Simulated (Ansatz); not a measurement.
Species, as SMILES: [OH] (OH), doublet.
Atoms: O1, H2. Bonds: O1-H2.

Basis-set convergence of the highest harmonic wavenumber at B3LYP with Ansatz (a first-principles code). Each level at its own minimum, finite differences of forces, unscaled; the reference is a large set that could be run, not a limit. Cartesian d functions, on some or all atoms, in 6-31+G*; all else is spherical. The program fits the integrals of some runs and decomposes those of others, by size. Core-valence sets carry the plain set on hydrogen. Open shells are unrestricted. No added dispersion term, no relativity. Reference: the value in aug-pcseg-3, 3701 cm⁻¹, itself unsure by roughly 1 cm⁻¹ (its mean distance from aug-cc-pVQZ, def2-QZVPPD, pcseg-3). Deviations are taken from unrounded values.

```tsv
basis	functions	highest harmonic wavenumber (cm⁻¹)	minus reference (cm⁻¹)
STO-3G	6	3571	-131
pcseg-0	11	3255	-446
6-31+G*	21	3641	-60
def2-SVPD	31	3704	3
6-311++G(2d,2p)	37	3716	14
cc-pVTZ	44	3697	-5
def2-TZVPD	49	3685	-17
jun-cc-pV(T+d)Z	53	3700	-2
6-311++G(3df,3pd)	57	3712	11
cc-pCVTZ	57	3688	-13
def2-TZVPPD	57	3707	6
def2-QZVPP	87	3705	4
aug-cc-pVQZ	126	3701	0
```

The smallest set listed that lies within 50 cm⁻¹ of the reference with all its larger relatives (same family, alike in diffuse functions; a set with none counts only in the reference's own line) is def2-SVPD (31 functions, 3 cm⁻¹ off). Inside, with no larger relative to test it: cc-pCVTZ, def2-QZVPP. (Relatives not listed, tested too: aug-cc-pVTZ -8, cc-pVQZ 0, def2-QZVPPD 3 cm⁻¹.)
